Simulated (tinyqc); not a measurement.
Worked calculation: Hueckel theory of the pi electrons with the omega technique, for the molecule C=C[CH2-] (SMILES; centres numbered as the heavy atoms are written). Computed by tinyqc, a small Python program that keeps every step. Settings: charge = -1, omega = 0.6, damping = 0. Command: `OMP_NUM_THREADS=1 python tinyqc.py 22857 22858 out.jsonl` (the two numbers bound the seeds that draw the settings). One thread of a shared host (Intel(R) Xeon(R) Processor @ 2.60GHz), about 0.01 s of CPU time with the checks.

## The Hueckel matrix

Centres:
```
centre  z_r, pi electrons of the neutral centre         h
1C                                            1  0.000000
2C                                            1  0.000000
3C                                            1  0.000000
```

Bonds:
```
i  j  k
1  2  1
2  3  1
```

H_rr = alpha + h_r beta, H_rs = k_rs beta for bonded centres.

Hueckel matrix in units of beta (H = alpha + beta A):
```
          1C        2C        3C
1C  0.000000  1.000000  0.000000
2C  1.000000  0.000000  1.000000
3C  0.000000  1.000000  0.000000
```

## Orbitals, round 1

pi electrons, sum of z_r less the charge = 4

Diagonalise; E = alpha + x beta with beta < 0, so the largest x are filled first; degenerate levels share their electrons. P = sum n_i c_ri c_si; each orbital has its largest coefficient positive (the first on a tie).

x values: 1.414214  0.000000  -1.414214

occupations: 2.000000  2.000000  0.000000

coefficients:
```
         MO1        MO2        MO3
1C  0.500000   0.707107  -0.500000
2C  0.707107   0.000000   0.707107
3C  0.500000  -0.707107  -0.500000
```

charge and bond-order matrix P:
```
           1C        2C         3C
1C   1.500000  0.707107  -0.500000
2C   0.707107  1.000000   0.707107
3C  -0.500000  0.707107   1.500000
```

## Omega technique, round 1

h_r = h_r(0) + omega q_r, omega = 0.6, with q_r = z_r - P_rr.

matrix after round 1:
```
           1C        2C         3C
1C  -0.300000  1.000000   0.000000
2C   1.000000  0.000000   1.000000
3C   0.000000  1.000000  -0.300000
```

## Orbitals, round 2

As before.

x values: 1.272146  -0.300000  -1.572146

occupations: 2.000000  2.000000  0.000000

coefficients:
```
         MO1        MO2        MO3
1C  0.472897   0.707107  -0.525708
2C  0.743463   0.000000   0.668777
3C  0.472897  -0.707107  -0.525708
```

charge and bond-order matrix P:
```
           1C        2C         3C
1C   1.447263  0.703163  -0.552737
2C   0.703163  1.105474   0.703163
3C  -0.552737  0.703163   1.447263
```

## Omega technique, round 2

As before.

matrix after round 2:
```
           1C         2C         3C
1C  -0.268358   1.000000   0.000000
2C   1.000000  -0.063285   1.000000
3C   0.000000   1.000000  -0.268358
```

## Convergence

Each round sets h_r = h_r(0) + omega (z_r - P_rr), keeping the share named as damping of the old diagonal; repeat until output and input diagonals agree to 1e-6.

Rounds:
```
round   sum n x  largest |h(out) - h(in)|
1      2.828427                  3.00e-01
2      1.944293                  6.33e-02
3      1.967494                  1.99e-02
4      1.959860                  6.27e-03
5      1.962234                  1.98e-03
6      1.961483                  6.23e-04
7      1.961719                  1.96e-04
8      1.961644                  6.19e-05
9      1.961668                  1.95e-05
10     1.961661                  6.14e-06
11     1.961663                  1.94e-06
12     1.961662                  6.10e-07
```

Converged in 12 rounds.

## Energy, charges, bond orders

final x values: 1.256752  -0.275920  -1.580831

occupations: 2.000000  2.000000  0.000000

final P:
```
           1C        2C         3C
1C   1.459867  0.704825  -0.540133
2C   0.704825  1.080266   0.704825
3C  -0.540133  0.704825   1.459867
```

E = sum n x; q_r = z_r - P_rr; bond order p = P_rs; free valence = sqrt(3) - sum of p over the bonds of the atom.

pi energy = 4 alpha + this times beta = 1.961662

pi charges: 1C -0.459867, 2C -0.080266, 3C -0.459867

Bond orders and lengths from R = 1.517 - 0.180 p (angstrom, C-C alone):
```
bond         p         R
1-2   0.704825  1.390131
2-3   0.704825  1.390131
```

free valence of the carbons: 1C 1.027226, 2C 0.322400, 3C 1.027226

gap between the highest filled and the next level = 1.304911 |beta|
